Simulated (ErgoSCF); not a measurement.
**Two attempts at BH5O (SMILES [BH3-][OH2+])**

Wanted: the energy of BH5O, BHandH/6-31G* (spherical functions).

Program for the calculation: ErgoSCF 3.8.

4 further runs of the same task are left out: 2 that didn't finish, 2 set aside as unsound or not needed.

**1. The molecule**

BH5O: 7 atoms, total charge 0, spin state singlet. As SMILES, `[BH3-][OH2+]`. Geometry: relaxed at GFN2-xTB.

Bond lengths: B1–O2 1.700 Å, B1–H3 1.182 Å, B1–H4 1.182 Å, B1–H5 1.192 Å, O2–H6 0.962 Å, O2–H7 0.962 Å. Angles: B1–O2–H6 102.0°, B1–O2–H7 102.4°, O2–B1–H3 103.7°, O2–B1–H4 103.7°, O2–B1–H5 104.3°, H6–O2–H7 109.5°, H3–B1–H4 114.9°, H3–B1–H5 114.2°, H4–B1–H5 114.1°.

**2. Try one**

Contents of geom.xyz:

```xyz
7

B     -0.308190    -0.519020    -0.314760
O      0.369600     0.587570     0.782700
H      0.264380    -1.527310    -0.086500
H     -1.456380    -0.524370    -0.033360
H     -0.071120    -0.054400    -1.386660
H     -0.083440     1.403500     0.548770
H      1.285140     0.634040     0.489810
```

Contents of run.inp:

```
set_nthreads(1)
molecule "geom.xyz"
scf.output_mulliken_pop = 1
scf.max_number_of_iterations = 71
basis = "63-1Gs"
charge = 0
scf.convergence_threshold = 1e-06
tmpdir = "."
scf.use_diagonalization = 1
run "BHandH"
```

Started as:

```
$ ergo < run.inp
```

Standard output:

```text
INMA ERGO version 3.8
INMA  output_mulliken_pop := 1
INMA  max_number_of_iterations := 71
INMA  basis := 63-1Gs
INMA Basis really set to 63-1Gs
INMA  charge := 0
INMA  convergence_threshold := 1e-06
INMA  use_diagonalization := 1
INMA running BHandH
ERIN error opening file '63-1Gs'
ERIN error in read_basisset_file for standard basis set.
ERMA error in basisInfo->add_basisfuncs_for_molecule for main basis set, Basis='63-1Gs'
```

The script printed:

```text
line 10: RUN failed
line 10: Aborted.
```

It took 0.98 s on 1 thread of Intel Xeon at 2.50GHz (Skylake/Cascade Lake), shared host; peak memory 0.27 GiB.

**3. What went wrong**

The program refused the input.

The telling line is `ERMA error in basisInfo->add_basisfuncs_for_molecule for main basis set, Basis='63-1Gs'`. The fault: the input names a basis that the program doesn't know. To mend it: basis set 6-31Gs in place of 63-1Gs.

**4. The mended input**

Contents of molecule.xyz:

```xyz
7
BH5O
B     -0.308190    -0.519020    -0.314760
O      0.369600     0.587570     0.782700
H      0.264380    -1.527310    -0.086500
H     -1.456380    -0.524370    -0.033360
H     -0.071120    -0.054400    -1.386660
H     -0.083440     1.403500     0.548770
H      1.285140     0.634040     0.489810
```

Contents of run.inp:

```
set_nthreads("env")
molecule "molecule.xyz"
scf.output_mulliken_pop = 1
scf.convergence_threshold = 1e-06
scf.max_number_of_iterations = 150
scf.use_diagonalization = 1
basis = "6-31Gs"
tmpdir = "."
run "BHandH"
```

Started as:

```
$ ergo < run.inp
```

Standard output:

```text
[...]
INDF Weighted mixed functional:
[...]
INSC Energy   1 =        -44.94317385291
[...]
INDE E_LUMO =          0.05730293135
[...]
INSC Energy  15 =       -102.28381018926  ( diff     -0.000000000009493 )
[...]
RESC CONVERGED after  15 iterations.
RESC FINAL ENERGY:       -102.28381018926
[...]
INSC SCF: dipole_moment_x [atomic units] =       0.84674991
INSC SCF: dipole_moment_y [atomic units] =       1.45953929
INSC SCF: dipole_moment_z [atomic units] =       0.43900857
[...]
```

Wall time 9.6 s (1 thread of Intel Xeon at 2.50GHz (Skylake/Cascade Lake), shared host); peak memory 0.27 GiB.

**5. Summary of results**

At BHandH/6-31G* (spherical functions):

| quantity | value |
| --- | --- |
| total energy | -102.28381 Eh |
| dipole moment | 4.43 D |
